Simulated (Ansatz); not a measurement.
Two isomers of C2H3N: A = `C1=CN1`, B = `C=C=N`.

Calculated with Ansatz (gas phase, PBE0-D4/def2-TZVP geometries, no zero-point term in ΔE). CCSD(T)/CBS adds triple-zeta CCSD(T) − MP2 to the extrapolated MP2 energy (def2 sets, frozen cores). This one scheme is used for every species. Functionals use def2-TZVPP. B3LYP here is the variant with VWN-RPA as its local correlation; programs differ in this. One conformer a species, not always the lowest.

(1) Which isomer does CCSD(T)/CBS put lower? Give the gap. (An estimate is asked.)

(2) Give E(B) − E(A) in kcal/mol with CCSD(T)/def2-TZVPP, B3LYP-D4, LDA (SPW92), CCSD/def2-TZVPP, r2SCAN-D4, ωB97M-V, B2PLYP. (An estimate is asked.)

(3) Does the order hold for the free energy at 298.15 K (harmonic terms from PBE0-D4)? (An estimate is asked.)

Largest T1 diagnostic: 0.015.

Answers

(1) Computed: B, by 52.8 kcal/mol.

(2) The calculation gave: CCSD(T)/def2-TZVPP -54.0, B3LYP-D4 -58.9, LDA (SPW92) -55.3, CCSD/def2-TZVPP -54.5, r2SCAN-D4 -58.2, ωB97M-V -55.1, B2PLYP -57.4. None reverses the order clearly.

(3) Ansatz gave: Yes: G(B) − G(A) = -52.8 kcal/mol, for one conformer each.

At CCSD(T), def2-SVP lies −2.0 kcal/mol from the extrapolated value and def2-TZVPP −1.2 kcal/mol. In def2-TZVPP, CCSD(T) changes the Hartree–Fock value by +7.0 kcal/mol (the triples alone add +0.5 kcal/mol) and MP2 by +7.5 kcal/mol.
